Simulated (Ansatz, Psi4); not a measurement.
**How methods differ on CH8Si2 (SMILES [SiH3]C[SiH3])**

The species is CH8Si2 (11 atoms), meant as a singlet with charge 0. As SMILES, `[SiH3]C[SiH3]`. Geometry: relaxed at PBE0-D4/def2-TZVP. The run starts from this shape.

```xyz
11

Si   -1.1590    1.0347   -0.3447
C    -0.2863   -0.6214   -0.3656
Si    1.3352   -0.6523    0.5696
H    -2.4358    0.9768   -1.1065
H    -0.2935    2.0789   -0.9556
H    -1.4638    1.4368    1.0546
H    -0.9541   -1.3776    0.0607
H    -0.0994   -0.9088   -1.4058
H     1.1106   -0.3044    1.9983
H     2.2821    0.3367   -0.0116
H     1.9641   -1.9994    0.5065
```

Quantity: the adiabatic ionisation energy (to the doublet cation, no zero-point term), in eV. The values are calculated.

```
                                level                    kind  program  value (eV)  CPU time (all runs)
                            HF/STO-3G            Hartree–Fock   Ansatz        7.58                8.6 s
                             HF/3-21G            Hartree–Fock   Ansatz        9.22                 10 s
      HF/6-31G* (Cartesian functions)            Hartree–Fock   Ansatz        9.08                 46 s
                      r2SCAN/def2-SVP                meta-GGA   Ansatz        9.87                 81 s
   B3LYP/6-31G* (Cartesian functions)           global hybrid   Ansatz        9.84                 73 s
CAM-B3LYP/def2-SVPD (density fitting)  range-separated hybrid     Psi4       10.03              6.2 min
     MP2/6-31G* (Cartesian functions)     perturbation theory   Ansatz        9.78                 77 s
```

The values span 7.58 to 10.03 eV. Without the sets that lack polarisation functions the rows with a basis span only 9.08 to 10.03 eV. CPU times are rough (shared hosts, several kinds of processor and program).
